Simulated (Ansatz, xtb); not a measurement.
**CH3BS: which of two structures lies lower**

We compare a, `B1CS1`, a singlet, with b, a singlet given by its coordinates. Both are isolated molecules in the gas phase, relaxed with PBE0-D4/def2-TZVP.

a (Å):

```tsv
atom	x (Å)	y (Å)	z (Å)
C	-0.5568	0.3251	0.5547
B	0.3101	0.7743	-0.6249
S	-0.9535	1.9247	-0.3124
H	-0.2188	0.4466	1.5800
H	1.2278	0.5650	-1.3397
H	-1.3136	-0.4452	0.4357
```

b (Å):

```xyz
6

C    -0.5879   -0.5369    0.0908
B    -1.4025   -1.3606    1.0833
S    -1.5011    0.7327    0.5139
H    -0.9909   -1.5019    2.1976
H    -2.3493   -1.9763    0.6890
H     0.2203   -0.5464   -0.6340
```

Close contacts (Å): C1–B2 1.53, C1–S3 1.62, B2–S3 2.17, C1–H6 1.09, B2–H4 1.20, B2–H5 1.20.

Quicker runs give these differences E(b) − E(a): GFN2-xTB +0.946 eV; HF/STO-3G +1.458 eV (at GFN2-xTB geometries); r2SCAN-D4/def2-SVP +1.186 eV (at GFN2-xTB geometries).

Task: Estimate E(b) − E(a) at the level CCSD(T)/def2-TZVPP.

Result: Calculated at CCSD(T)/def2-TZVPP: E(b) − E(a) = +1.064 eV, so structure a lies lower.

Level by level:

```csv
level,geometry,E(b) − E(a) (eV),departure from the last row (eV),"job, with rough time for the two"
GFN2-xTB,GFN2-xTB,+0.946,−0.118,"optimisation, 0.13 s"
HF/STO-3G,GFN2-xTB,+1.458,+0.394,"single point, 0.16 s"
r2SCAN-D4/def2-SVP,GFN2-xTB,+1.186,+0.122,"single point, 1.5 s"
PBE0-D4/def2-TZVP,PBE0-D4/def2-TZVP,+1.172,+0.108,"optimisation, 17 s"
HF/def2-TZVPP,PBE0-D4/def2-TZVP,+1.144,+0.080,part of the CCSD(T) run
MP2/def2-TZVPP,PBE0-D4/def2-TZVP,+1.152,+0.088,part of the CCSD(T) run
CCSD(T)/def2-TZVPP,PBE0-D4/def2-TZVP,+1.064,,"single point, 17 s"
```

The levels shown agree on the order. The largest departure from CCSD(T)/def2-TZVPP is that of HF/STO-3G, 0.394 eV.

With harmonic frequencies from PBE0-D4/def2-TZVP (ideal gas, rigid rotor, one conformer each, 298.15 K, 1 atm): the zero-point term adds −0.083 eV; ΔH is +0.992 and ΔG +0.971 eV.

The T1 diagnostic of structure b is large, so the coupled-cluster value is less sure. The correlated steps freeze 7 core orbitals. Codes used: Ansatz 0.2.0, xtb 6.7.1; the last row on 2 threads of Arm Neoverse V2 on a shared host.
